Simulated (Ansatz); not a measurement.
Bulk modulus of zinc-blende CuI: levels of theory against measurement

Reference value: 36.6 GPa (measured, temperature not stated, no zero-point or thermal correction; as tabulated in Gopakumar et al. (2017), arXiv:1612.07068).

| level (code) | value (GPa) | cell (Å³/atom) |
|---|---|---|
| LDA (Ansatz) | … | 25.18 |
| BLYP (Ansatz) | … | 30.54 |
| PBE (Ansatz) | … | 28.08 |
| PBE+SOC (Ansatz) | 38.6 | 28.12 |
| PBE-D3(BJ) (Ansatz) | 46.8 | 26.60 |
| r²SCAN (Ansatz) | 43.8 | 27.31 |
| r²SCAN+SOC (Ansatz) | 43.5 | 27.34 |
| B3LYP (VWN-RPA form) (Ansatz) | … | 30.19 |
| HSE06-D3(BJ) (Ansatz) | 46.3 | 26.47 |
| PBE0 (Ansatz) | 37.4 | 28.21 |
| PBE0-D3(BJ) (Ansatz) | 46.0 | 26.57 |
| Hartree–Fock (Ansatz) | 16.7 | 36.56 |

**Question.** Fill in the missing entries.

**Answer.** 
- LDA (Ansatz, a first-principles code), value (GPa): 56.8
- BLYP (Ansatz), value (GPa): 30.2
- PBE (Ansatz), value (GPa): 39.0
- B3LYP (VWN-RPA form) (Ansatz), value (GPa): 30.8

Differences against the reference: LDA +55 %, BLYP -17.5 %, PBE +6.6 %, PBE+SOC +5.5 %, PBE-D3(BJ) +28 %, r²SCAN +19.7 %, r²SCAN+SOC +18.9 %, B3LYP (VWN-RPA form) -15.8 %, HSE06-D3(BJ) +27 %, PBE0 +2.2 %, PBE0-D3(BJ) +26 %, Hartree–Fock -54 %.

The reference's temperature isn't stated, so close values are not ranked against it. Off by more than 20 %, or 28 % on the side where a correction would as a rule narrow the miss (bounds picked here): LDA (+55 %), Hartree–Fock (-54 %).

The measured value isn't corrected to a static lattice, so vibrations enter the comparison. A static lattice is as a rule stiffer than a warm one, by over a tenth in soft solids.  BLYP, Hartree–Fock: the cell is over a tenth larger than the published one: the level's own overestimate first of all, though another phase or state, or a fault of the published cell, is possible. Each level is taken at its own relaxed cell. Cutoffs and k meshes differ between the levels. Ansatz's density-functional and Hartree–Fock values are scalar-relativistic unless marked +SOC, with PAW data made under PBE.

Differences are worked out from the printed values.
